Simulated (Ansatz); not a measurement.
What a trial cell of Zn3W relaxes into

Computed with DFT r2SCAN, scalar-relativistic, plane waves, PAW (Ansatz). Cutoff 500 eV, Γ-centred k mesh, Gaussian smearing, no spin polarisation in the final step.

The start puts Zn3W on the Cu3Au (L1_2) structure type (Pm-3m, No. 221), with W in place of Au, Zn in place of Cu, at a guessed volume.

```yaml
crystal:
  lattice:
    - [3.84660, 0.00000, 0.00000]
    - [0.00000, 3.84660, 0.00000]
    - [0.00000, 0.00000, 3.84660]
  atoms:
    - { symbol: Zn, position: [0.00000, 0.50000, 0.50000] }
    - { symbol: Zn, position: [0.50000, 0.00000, 0.50000] }
    - { symbol: Zn, position: [0.50000, 0.50000, 0.00000] }
    - { symbol: W, position: [0.00000, 0.00000, 0.00000] }
```

Steps on the 12×12×12 mesh (4 atoms). 4 of 4 steps are shown, and the free energy counts from the last. Trial steps that were taken back and renewals of the plane-wave basis can be among the rows.

```csv
step,ΔF (meV/atom),V (Å³/atom),P (GPa)
1,2.8,14.23,-3.14
2,0.1,13.87,0.98
3,-0.1,13.95,-0.04
4,0.0,13.95,-0.04
```

A final relaxation ran on a 12×12×12 mesh. The relaxed crystal, Pm-3m (No. 221):

```
Zn W
1.0
     3.82159    0.00000    0.00000
     0.00000    3.82159    0.00000
     0.00000    0.00000    3.82159
Zn W
3 1
Cartesian
  0.0000 1.9108 1.9108
  1.9108 0.0000 1.9108
  1.9108 1.9108 0.0000
  0.0000 0.0000 0.0000
```

| Item | Value |
| --- | --- |
| Volume per atom | 13.95 Å³ |
| Density | 11.31 g/cm³ |
| Energy over the elements | 0.11 eV/atom |
| Gap on the 12×12×12 mesh | 0 eV (a metal) |

Energies over the elements count from the elements' standard structures at the same level, with no empirical corrections.

The final run used a 12×12×12 mesh on its 4-atom cell and 0.10 eV smearing. The k mesh leaves about 4 meV/atom of noise in metals. Spin–orbit coupling is left out.

Symmetry constrained the relaxation, so the result can be a saddle point.

Cost: 2 runs of about 2.8 core-minutes in all, on Arm Neoverse N1 (shared hosts).